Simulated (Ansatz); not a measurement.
System (SMILES): [Cl][Al][Cl], doublet.
Atoms: Al1, Cl2, Cl3. Bonds: Al1-Cl2, Al1-Cl3.

Basis-set convergence of the highest harmonic wavenumber at B3LYP with Ansatz (a quantum-chemistry and plane-wave program). Each level at its own minimum, finite differences of forces, unscaled; the reference is a large set that could be run, not a limit. Cartesian d functions, on some or all atoms, in 6-311G**, 6-311+G**; all else is spherical. The program fits the integrals of some runs and decomposes those of others, by size. Open shells are unrestricted. No added dispersion term, no relativity. Reference: the value in aug-pcseg-2, 555 cm⁻¹, itself unsure by roughly 1 cm⁻¹ (its mean distance from aug-cc-pV(T+d)Z, def2-TZVPPD). Deviations are taken from unrounded values.

```
basis            functions  highest harmonic wavenumber (cm⁻¹)
---------------  ---------  ----------------------------------
def2-SVP                54                                 572
def2-SVPD               78                                 548
pcseg-1                 54                                 546
aug-pcseg-1             81                                 547
cc-pV(D+d)Z             69                                 550
aug-cc-pV(D+d)Z         96                                 542
6-311G**                81                                 549
6-311+G**               93                                 551
pcseg-2                102                                 559
aug-pcseg-2            150                                 555
def2-TZVP              111                                 555
def2-TZVPD             135                                 554
cc-pV(T+d)Z            117                                 555
aug-cc-pV(T+d)Z        165                                 554
def2-TZVPP             126                                 555
def2-TZVPPD            150                                 554
```

What the diffuse functions change, pair by pair:
- def2-SVP to def2-SVPD: 24 more functions, deviation 17 to -7 cm⁻¹
- pcseg-1 to aug-pcseg-1: 27 more functions, deviation -9 to -8 cm⁻¹
- cc-pV(D+d)Z to aug-cc-pV(D+d)Z: 27 more functions, deviation -6 to -13 cm⁻¹
- 6-311G** to 6-311+G**: 12 more functions, deviation -6 to -4 cm⁻¹
- pcseg-2 to aug-pcseg-2: 48 more functions, deviation 4 to 0 cm⁻¹
- def2-TZVP to def2-TZVPD: 24 more functions, deviation 0 to -1 cm⁻¹
- cc-pV(T+d)Z to aug-cc-pV(T+d)Z: 48 more functions, deviation 0 to -2 cm⁻¹
- def2-TZVPP to def2-TZVPPD: 24 more functions, deviation 0 to -1 cm⁻¹

Leaving out the reference's own pair, they bring the value nearer the reference by more than 1 cm⁻¹ in 1 of 7 pairs.
